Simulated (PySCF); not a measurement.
# SOH2: a ladder of methods

How much do the numbers for SOH2 (singlet) hang on the method? All levels run at one geometry, the PBE0 minimum.

Method: several methods, basis S def2-TZVP, O def2-TZVP, H def2-TZVP, no relativity, density fitting; program: PySCF 2.14.0.

## Step 1: The system as given

4 atoms, charge 0, spin multiplicity 1.

Bond lengths: S1–O2 1.476 Å, S1–H3 1.382 Å, S1–H4 1.382 Å. Angles: O2–S1–H3 108.8°, O2–S1–H4 108.8°, H3–S1–H4 87.1°.

Z-matrix (Å, degrees; charge 0 multiplicity 1):
```
S
O  1 1.4763
H  1 1.3817 2 108.77
H  1 1.3817 2 108.77 3 -93.42
```

## Step 2: Real-space pictures of the lowest minimum

The plane holds S1 at (0.00, 0.00), O2 at (1.48, 0.00), H3 at (-0.44, 1.31) Å. Columns run from x = -2.55 to 3.75 Å, rows from y = 3.75 (top) to -1.95 Å, in steps of 0.3 Å.

Density (cut at 5 e/Å³):

Ten steps from '0' (0.000 e/Å³) to '9' (5.000 e/Å³), finer at the low end (step k begins (100^(k/10) - 1)/99 of the way up):
```
0000000000000000000000
0000000000000000000000
0000000000000000000000
0000000000000000000000
0000000000000000000000
0000001110000000000000
0000012221100000000000
0000124543100000000000
0000136864311111000000
0000136775433332100000
0000135776555664310000
0000235788777997420000
0000245799889998521000
0000246899889998521000
0000245788678997420000
0000134666555664310000
0000123444333332100000
0000011222111111000000
0000000111000000000000
0000000000000000000000
```

ELF (0 where the density is under 0.005 e/Å³):

Ten even steps from '0' (0.00) to '9' (1.00):
```
0000000000000000000000
0000000000000000000000
0000000000000000000000
0000000000000000000000
0000078985000000000000
0000899998300000000000
0006999999400000000000
0007999999400001000000
0005999999300233210000
0002699998313566521000
0000268997446788641000
0000136400377888752000
0000144088076118752000
0001366088076118752000
0002589500377888741000
0003689986556888631000
0003689987424676420000
0001478875211344210000
0000256652000121100000
0000003320000000000000
```

Highest occupied orbital at -7.40 eV (sign arbitrary; one member if degenerate):

Ten even steps from '0' (-0.95 Å^-3/2) to '9' (0.83 Å^-3/2):
```
5555555555555555555555
5555555555555555555555
5555555555555555555555
5555555555555555555555
5555555555555555555555
5555555445555555555555
5555544444555555555555
5555544444555555555555
5555444344555555555555
5555544344555666555555
5555554444556776655555
5555555545556887655555
5555566646555897655555
5555567734543025555555
5555667776542124455555
5555566776543334455555
5555566666554444455555
5555555665555444555555
5555555555555555555555
5555555555555555555555
```

Along S1–O2 (1.476 Å) the density is least, 1.91 e/Å³, about 0.59 Å from S1; ELF there is 0.34.

Values on the line from S1 (at 0) through O2 (at 1.476 Å):

```csv
distance (Å),density (e/Å³),ELF,electrostatic potential (V)
-0.52,1.5,0.0712,72.8
-0.37,6.35,0.397,142
-0.22,50.2,0.868,358
-0.07,347,0.292,2.03e+03
0.15,113,0.692,722
0.30,18.2,0.768,215
0.44,2.98,0.101,100
0.59,1.91,0.345,54.3
0.74,2.15,0.76,34
0.89,2.73,0.776,32.3
1.03,3.85,0.659,54.5
1.18,5.56,0.195,130
1.33,31.3,0.498,415
1.55,232,0.996,1.08e+03
1.70,9.29,0.0905,214
1.85,4.89,0.659,72.9
1.99,2.57,0.823,26.7
2.14,1.22,0.819,9.21
2.29,0.555,0.766,2.29
```

Making the fields ran for under 0.5 s (2 threads of Arm Neoverse V2, shared host).

## Step 3: PBE0

The steps are one call of a driver around PySCF; scf.py gives each level's set-up. Each SCF starts from the density of the minimum. The driver also runs the species with one electron less or more at the same geometry; their logs are not shown.

Contents of scf.py:

```python
from pyscf import gto, scf, dft
mol = gto.M(atom='''
S      0.196419     0.340204    -0.231540
O     -0.467328    -0.809430     0.414496
H      1.417219     0.550130     0.380522
H     -0.232173     1.502414     0.380521''',
    basis={'S': 'def2-TZVP', 'O': 'def2-TZVP', 'H': 'def2-TZVP'},
    charge=0, spin=0)
mf = dft.RKS(mol, xc='PBE0')
mf.grids.atom_grid = (75, 302)
aux = {'S': 'def2-universal-JKFIT', 'O': 'def2-universal-JKFIT', 'H': 'def2-universal-JKFIT'}
mf = mf.density_fit(auxbasis=aux)
mf.conv_tol = 1e-08
mf.diis_space = 10
mf.max_cycle = 60
mf.verbose = 4
mf.kernel()
```

Launch:

```
$ OMP_NUM_THREADS=2 python axn.py task.json out
```

Log:

```text
init E= -474.386844464314
  HOMO = -0.271849752676021  LUMO = 0.00115403400148813  gap/eV = 7.42881
cycle= 1 E= -474.386844464301  delta_E= 1.33e-11  |g|= 9.36e-06  |ddm|= 9.8e-06
  HOMO = -0.271846943285836  LUMO = 0.00115463403304568  gap/eV = 7.42875
Extra cycle  E= -474.386844464253  delta_E= 4.79e-11  |g|= 1.87e-05  |ddm|= 1.69e-05
converged SCF energy = -474.386844464253
```

This level, with the species of one electron less or more, took 0.6 s.

| Quantity | Value |
| --- | --- |
| energy | -474.386844 Eh |
| one electron less (charge +1) | -474.017400 Eh (doublet, ⟨S²⟩ 0.76) |
| Mulliken charge of S1 | +0.27 e |

## Step 4: HF

scf.py, as its differences from that of step 3:

```diff
@@ -9,2 +9 @@
-mf = dft.RKS(mol, xc='PBE0')
-mf.grids.atom_grid = (75, 302)
+mf = scf.RHF(mol)
```

Log:

```text
init E= -473.51760252147
  HOMO = -0.398099933849643  LUMO = 0.120351859364981  gap/eV = 14.10779
cycle= 1 E= -473.534136556128  delta_E= -0.0165  |g|= 0.0656  |ddm|= 0.21
  HOMO = -0.40316689649959  LUMO = 0.113813863312082  gap/eV = 14.06776
cycle= 2 E= -473.535107539253  delta_E= -0.000971  |g|= 0.0291  |ddm|= 0.07
  HOMO = -0.404937568919109  LUMO = 0.116156161383698  gap/eV = 14.17968
cycle= 3 E= -473.535304866517  delta_E= -0.000197  |g|= 0.014  |ddm|= 0.0248
  HOMO = -0.403302079768004  LUMO = 0.116271989298267  gap/eV = 14.13833
cycle= 4 E= -473.535355096284  delta_E= -5.02e-05  |g|= 0.00256  |ddm|= 0.0123
  HOMO = -0.404021373044785  LUMO = 0.11614547446744  gap/eV = 14.15446
cycle= 5 E= -473.535358418399  delta_E= -3.32e-06  |g|= 0.000766  |ddm|= 0.00447
  HOMO = -0.403930196233894  LUMO = 0.116154235917313  gap/eV = 14.15222
cycle= 6 E= -473.535358773945  delta_E= -3.56e-07  |g|= 0.00021  |ddm|= 0.00143
  HOMO = -0.403923713011594  LUMO = 0.116158562088761  gap/eV = 14.15216
cycle= 7 E= -473.535358813204  delta_E= -3.93e-08  |g|= 5.75e-05  |ddm|= 0.000503
  HOMO = -0.403925480342942  LUMO = 0.116154644106419  gap/eV = 14.15210
cycle= 8 E= -473.535358816367  delta_E= -3.16e-09  |g|= 1.5e-05  |ddm|= 0.000147
  HOMO = -0.403924991744496  LUMO = 0.116155688212836  gap/eV = 14.15212
Extra cycle  E= -473.535358816526  delta_E= -1.6e-10  |g|= 7.56e-06  |ddm|= 2.25e-05
converged SCF energy = -473.535358816526
```

This level, with the species of one electron less or more, took under 0.5 s.

```
energy                        : -473.535359 Eh
one electron less (charge +1) : -473.212070 Eh (doublet, ⟨S²⟩ 0.77)
Mulliken charge of S1         : +0.42 e
```

## Step 5: PBE

scf.py, as its differences from that of step 4:

```diff
@@ -9 +9,2 @@
-mf = scf.RHF(mol)
+mf = dft.RKS(mol, xc='PBE')
+mf.grids.atom_grid = (75, 302)
```

Log:

```text
init E= -474.358872078364
  HOMO = -0.212787851356953  LUMO = -0.0370448597015421  gap/eV = 4.78221
cycle= 1 E= -474.360277577947  delta_E= -0.00141  |g|= 0.0671  |ddm|= 0.169
  HOMO = -0.22968542233426  LUMO = -0.0373322298205774  gap/eV = 5.23420
cycle= 2 E= -474.352816012242  delta_E= 0.00746  |g|= 0.208  |ddm|= 0.188
  HOMO = -0.218525388988369  LUMO = -0.0369439962835144  gap/eV = 4.94108
cycle= 3 E= -474.361294330442  delta_E= -0.00848  |g|= 0.0128  |ddm|= 0.122
  HOMO = -0.218556024936744  LUMO = -0.0377620686987004  gap/eV = 4.91965
cycle= 4 E= -474.36133445086  delta_E= -4.01e-05  |g|= 0.0023  |ddm|= 0.0112
  HOMO = -0.218204736838308  LUMO = -0.0375113799152511  gap/eV = 4.91692
cycle= 5 E= -474.361335579506  delta_E= -1.13e-06  |g|= 0.000416  |ddm|= 0.00268
  HOMO = -0.21821679474349  LUMO = -0.0375113088110364  gap/eV = 4.91725
cycle= 6 E= -474.361335633698  delta_E= -5.42e-08  |g|= 7.34e-05  |ddm|= 0.000551
  HOMO = -0.218215028624416  LUMO = -0.0375090805869065  gap/eV = 4.91726
cycle= 7 E= -474.361335635135  delta_E= -1.44e-09  |g|= 1.58e-05  |ddm|= 6.88e-05
  HOMO = -0.218215537789708  LUMO = -0.0375087868711753  gap/eV = 4.91728
Extra cycle  E= -474.361335635113  delta_E= 2.21e-11  |g|= 1.9e-05  |ddm|= 2.45e-05
converged SCF energy = -474.361335635113
```

This level, with the species of one electron less or more, took 1.7 s.

| Item | Value |
| --- | --- |
| energy | -474.361336 Eh |
| one electron less (charge +1) | -473.992784 Eh (doublet, ⟨S²⟩ 0.75) |
| Mulliken charge of S1 | +0.24 e |

## Step 6: B3LYP

scf.py, as its differences from that of step 5:

```diff
@@ -9 +9 @@
-mf = dft.RKS(mol, xc='PBE')
+mf = dft.RKS(mol, xc='B3LYP')
```

Log:

```text
init E= -474.625010197709
  HOMO = -0.263189999722344  LUMO = -0.008200701895207  gap/eV = 6.93861
cycle= 1 E= -474.626078144266  delta_E= -0.00107  |g|= 0.0351  |ddm|= 0.104
  HOMO = -0.259415574261129  LUMO = -0.0103848783731589  gap/eV = 6.77647
cycle= 2 E= -474.625435256731  delta_E= 0.000643  |g|= 0.0687  |ddm|= 0.0515
  HOMO = -0.264279975614184  LUMO = -0.0100289681191605  gap/eV = 6.91852
cycle= 3 E= -474.626260307363  delta_E= -0.000825  |g|= 0.00615  |ddm|= 0.0406
  HOMO = -0.263516668830207  LUMO = -0.00990420206291783  gap/eV = 6.90115
cycle= 4 E= -474.626269203985  delta_E= -8.9e-06  |g|= 0.00132  |ddm|= 0.00594
  HOMO = -0.263664504440492  LUMO = -0.0100193529757087  gap/eV = 6.90204
cycle= 5 E= -474.626269566396  delta_E= -3.62e-07  |g|= 0.00012  |ddm|= 0.0012
  HOMO = -0.263644668041542  LUMO = -0.010000252375881  gap/eV = 6.90202
cycle= 6 E= -474.626269569086  delta_E= -2.69e-09  |g|= 3.49e-05  |ddm|= 0.000146
  HOMO = -0.263655704030149  LUMO = -0.01000781943556  gap/eV = 6.90211
Extra cycle  E= -474.626269569047  delta_E= 3.96e-11  |g|= 4.11e-05  |ddm|= 6.42e-05
converged SCF energy = -474.626269569047
```

This level, with the species of one electron less or more, ran for 1.4 s (2 threads of Arm Neoverse V2, shared host).

* energy: -474.626270 Eh
* one electron less (charge +1): -474.253944 Eh (doublet, ⟨S²⟩ 0.76)
* Mulliken charge of S1: +0.32 e

## Step 7: r2SCAN

scf.py, as its differences from that of step 6:

```diff
@@ -9,2 +9,2 @@
-mf = dft.RKS(mol, xc='B3LYP')
-mf.grids.atom_grid = (75, 302)
+mf = dft.RKS(mol, xc='R2SCAN')
+mf.grids.atom_grid = (90, 434)
```

Log:

```text
init E= -474.542782184156
  HOMO = -0.228186555919265  LUMO = -0.0233582747122935  gap/eV = 5.57366
cycle= 1 E= -474.543553668388  delta_E= -0.000771  |g|= 0.012  |ddm|= 0.113
  HOMO = -0.231092988281907  LUMO = -0.0238390707961074  gap/eV = 5.63967
cycle= 2 E= -474.543446819931  delta_E= 0.000107  |g|= 0.0256  |ddm|= 0.0319
  HOMO = -0.228962408176541  LUMO = -0.0234712073529816  gap/eV = 5.59170
cycle= 3 E= -474.543593001453  delta_E= -0.000146  |g|= 0.00344  |ddm|= 0.0187
  HOMO = -0.228825979493486  LUMO = -0.0233066493522111  gap/eV = 5.59247
cycle= 4 E= -474.543595022933  delta_E= -2.02e-06  |g|= 0.00134  |ddm|= 0.00377
  HOMO = -0.228942217154148  LUMO = -0.0234341446130421  gap/eV = 5.59216
cycle= 5 E= -474.543595423993  delta_E= -4.01e-07  |g|= 0.00015  |ddm|= 0.00127
  HOMO = -0.22892887753519  LUMO = -0.0234151362392739  gap/eV = 5.59231
cycle= 6 E= -474.543595429036  delta_E= -5.04e-09  |g|= 3.02e-05  |ddm|= 0.000141
  HOMO = -0.228931583247769  LUMO = -0.0234189121228072  gap/eV = 5.59228
Extra cycle  E= -474.543595429055  delta_E= -1.82e-11  |g|= 2.76e-05  |ddm|= 4.7e-05
converged SCF energy = -474.543595429055
```

This level, with the species of one electron less or more, took 4.4 s.

* energy: -474.543595 Eh
* one electron less (charge +1): -474.175318 Eh (doublet, ⟨S²⟩ 0.76)
* Mulliken charge of S1: +0.32 e

## Step 8: TPSSh

scf.py, as its differences from that of step 7:

```diff
@@ -9 +9 @@
-mf = dft.RKS(mol, xc='R2SCAN')
+mf = dft.RKS(mol, xc='TPSSH')
```

Log:

```text
init E= -474.625398059734
  HOMO = -0.24337599933149  LUMO = -0.0143087661759879  gap/eV = 6.23324
cycle= 1 E= -474.625900598532  delta_E= -0.000503  |g|= 0.0112  |ddm|= 0.0715
  HOMO = -0.245191086805737  LUMO = -0.0140672735951366  gap/eV = 6.28920
cycle= 2 E= -474.625872339086  delta_E= 2.83e-05  |g|= 0.0166  |ddm|= 0.0268
  HOMO = -0.243250884509992  LUMO = -0.0137264227229239  gap/eV = 6.24568
cycle= 3 E= -474.625933748163  delta_E= -6.14e-05  |g|= 0.0061  |ddm|= 0.0154
  HOMO = -0.243509821649353  LUMO = -0.0136933859453252  gap/eV = 6.25362
cycle= 4 E= -474.62593914839  delta_E= -5.4e-06  |g|= 0.00133  |ddm|= 0.00348
  HOMO = -0.243575310963633  LUMO = -0.0138129839228009  gap/eV = 6.25215
cycle= 5 E= -474.625939508797  delta_E= -3.6e-07  |g|= 0.000171  |ddm|= 0.00109
  HOMO = -0.243571596084276  LUMO = -0.013798696510787  gap/eV = 6.25244
cycle= 6 E= -474.625939515194  delta_E= -6.4e-09  |g|= 3.13e-05  |ddm|= 0.000118
  HOMO = -0.243579797507365  LUMO = -0.0138012034036623  gap/eV = 6.25259
Extra cycle  E= -474.625939514503  delta_E= 6.9e-10  |g|= 6.83e-05  |ddm|= 6.37e-05
converged SCF energy = -474.625939514503
```

This level, with the species of one electron less or more, took 4.4 s.

| Item | Value |
| --- | --- |
| energy | -474.625940 Eh |
| one electron less (charge +1) | -474.258224 Eh (doublet, ⟨S²⟩ 0.76) |
| Mulliken charge of S1 | +0.29 e |

## Step 9: PBEsol

scf.py, as its differences from that of step 8:

```diff
@@ -9,2 +9,2 @@
-mf = dft.RKS(mol, xc='TPSSH')
-mf.grids.atom_grid = (90, 434)
+mf = dft.RKS(mol, xc='PBEsol')
+mf.grids.atom_grid = (75, 302)
```

Log:

```text
init E= -473.470414877943
  HOMO = -0.20887572823753  LUMO = -0.0362547033929895  gap/eV = 4.69726
cycle= 1 E= -473.47168578163  delta_E= -0.00127  |g|= 0.102  |ddm|= 0.176
  HOMO = -0.232457758989703  LUMO = -0.037681998044702  gap/eV = 5.30012
cycle= 2 E= -473.457449978583  delta_E= 0.0142  |g|= 0.292  |ddm|= 0.241
  HOMO = -0.216639582354322  LUMO = -0.0369666621641658  gap/eV = 4.88915
cycle= 3 E= -473.473697439012  delta_E= -0.0162  |g|= 0.00942  |ddm|= 0.172
  HOMO = -0.217354329695444  LUMO = -0.0379338809288958  gap/eV = 4.88228
cycle= 4 E= -473.473711049221  delta_E= -1.36e-05  |g|= 0.00545  |ddm|= 0.0119
  HOMO = -0.216747356282956  LUMO = -0.0374791081002066  gap/eV = 4.87814
cycle= 5 E= -473.473718573271  delta_E= -7.52e-06  |g|= 0.000497  |ddm|= 0.00586
  HOMO = -0.216758520547814  LUMO = -0.0374862745695691  gap/eV = 4.87825
cycle= 6 E= -473.473718616451  delta_E= -4.32e-08  |g|= 0.000131  |ddm|= 0.000489
  HOMO = -0.21675572869381  LUMO = -0.0374775560069688  gap/eV = 4.87841
cycle= 7 E= -473.473718620645  delta_E= -4.19e-09  |g|= 1.41e-05  |ddm|= 0.000115
  HOMO = -0.21676041027827  LUMO = -0.0374807800690154  gap/eV = 4.87845
Extra cycle  E= -473.473718620563  delta_E= 8.19e-11  |g|= 2.64e-05  |ddm|= 2.89e-05
converged SCF energy = -473.473718620563
```

This level, with the species of one electron less or more, took 1.7 s.

- energy: -473.473719 Eh
- one electron less (charge +1): -473.105794 Eh (doublet, ⟨S²⟩ 0.75)
- Mulliken charge of S1: +0.21 e

## Step 10: HSE06

scf.py, as its differences from that of step 9:

```diff
@@ -9 +9 @@
-mf = dft.RKS(mol, xc='PBEsol')
+mf = dft.RKS(mol, xc='HSE06')
```

Log:

```text
init E= -474.410938807855
  HOMO = -0.257225737307285  LUMO = -0.0131939652491973  gap/eV = 6.64044
cycle= 1 E= -474.410972470034  delta_E= -3.37e-05  |g|= 0.00533  |ddm|= 0.0193
  HOMO = -0.256539121521179  LUMO = -0.0132444225912627  gap/eV = 6.62039
cycle= 2 E= -474.410961924614  delta_E= 1.05e-05  |g|= 0.00862  |ddm|= 0.00678
  HOMO = -0.257280006201686  LUMO = -0.0132792936773199  gap/eV = 6.63960
cycle= 3 E= -474.410974725816  delta_E= -1.28e-05  |g|= 0.00173  |ddm|= 0.00581
  HOMO = -0.257172957777881  LUMO = -0.013316833939131  gap/eV = 6.63566
cycle= 4 E= -474.410974992885  delta_E= -2.67e-07  |g|= 8.89e-05  |ddm|= 0.00118
  HOMO = -0.257178292974844  LUMO = -0.0133164574678233  gap/eV = 6.63582
cycle= 5 E= -474.410974994937  delta_E= -2.05e-09  |g|= 2.13e-05  |ddm|= 9.32e-05
  HOMO = -0.257172851341389  LUMO = -0.0133125156177922  gap/eV = 6.63578
Extra cycle  E= -474.41097499493  delta_E= 7.5e-12  |g|= 2.27e-05  |ddm|= 4.19e-05
converged SCF energy = -474.41097499493
```

This level, with the species of one electron less or more, ran for 1.9 s (2 threads of Arm Neoverse V2, shared host).

- energy: -474.410975 Eh
- one electron less (charge +1): -474.041528 Eh (doublet, ⟨S²⟩ 0.76)
- Mulliken charge of S1: +0.27 e

## Step 11: Comparison of the levels

| level | atomisation energy (kJ/mol) | vertical ionisation energy (eV) | −ε(HOMO) (eV) | gap (eV) | dipole (D) | wall time |
| --- | --- | --- | --- | --- | --- | --- |
| PBE0 | 1030 | 10.05 | 7.40 | 7.43 | 3.33 | 0.6 s |
| HF | 573 | 8.80 | 10.99 | 14.15 | 3.87 | under 0.5 s |
| PBE | 1087 | 10.03 | 5.94 | 4.92 | 3.08 | 1.7 s |
| B3LYP | 1032 | 10.13 | 7.17 | 6.90 | 3.33 | 1.4 s |
| r2SCAN | 1054 | 10.02 | 6.23 | 5.59 | 3.19 | 4.4 s |
| TPSSh | 1041 | 10.01 | 6.63 | 6.25 | 3.20 | 4.4 s |
| PBEsol | 1161 | 10.01 | 5.90 | 4.88 | 3.12 | 1.7 s |
| HSE06 | 1026 | 10.05 | 7.00 | 6.64 | 3.34 | 1.9 s |

Times are for 2 threads of Arm Neoverse V2, shared host; PBE0 starts from its own converged density, so its time is not comparable. A dash stands where a species or a free atom was not run at that level, or the quantity is not defined.

Atomisation goes to high-spin atoms in their ground configurations, run at the same level, without zero-point energy.

## Step 12: What came out

| quantity | value |
| --- | --- |
| atomisation energy, range | 573 (HF) to 1161 (PBEsol) kJ/mol |
| vertical ionisation energy, range | 8.80 (HF) to 10.13 (B3LYP) eV |
| orbital gap, range | 4.88 (PBEsol) to 14.15 (HF) eV |

What this shows: The atomisation energy spreads over 588 kJ/mol, from HF to PBEsol; without a CCSD(T) value for it there is no yardstick here.
